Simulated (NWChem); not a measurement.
# C2H4O2 anion, doublet; SMILES of the neutral closed-shell parent COC=O

```xyz
8

C     -0.6124    -1.2825     0.0715
O      0.4852    -0.5500     0.5251
C      0.6160     0.7656    -0.1400
O     -0.4111     1.5156    -0.1921
H     -0.5293    -1.5012    -1.0185
H     -0.6422    -2.2370     0.6249
H     -1.5652    -0.7434     0.2267
H      1.5850     1.1542     0.2621
```
Atoms are numbered in this order, from 1.

Results from NWChem. Spin-unrestricted. Sets without diffuse functions describe the anion's extra electron poorly. The geometry was optimised at B3LYP/def2-SVPD, spin-unrestricted. Not confirmed as a minimum by frequencies. This spin state was assumed; another may lie lower. No stability test was run on the SCF state. The highest occupied level is positive, so the extra electron may be held by the finite basis. B3LYP is NWChem's, with the RPA form of VWN correlation. Atomic charges in e: unrestrained fits to the electrostatic potential beside Mulliken populations; buried atoms are poorly determined by the fit.

Predict the results for B3LYP/def2-SVP. Quantities: ESP C1; Mulliken C1; ESP O2; Mulliken O2; ESP C3; Mulliken C3; ESP O4; Mulliken O4; relative RMS misfit of the potential (%).


| Property | Result |
|---|---|
| ESP C1 | 0.51 |
| Mulliken C1 | 0.27 |
| ESP O2 | -0.42 |
| Mulliken O2 | -0.43 |
| ESP C3 | -0.14 |
| Mulliken C3 | 0.05 |
| ESP O4 | -0.55 |
| Mulliken O4 | -0.49 |
| relative RMS misfit of the potential (%) | 6 |
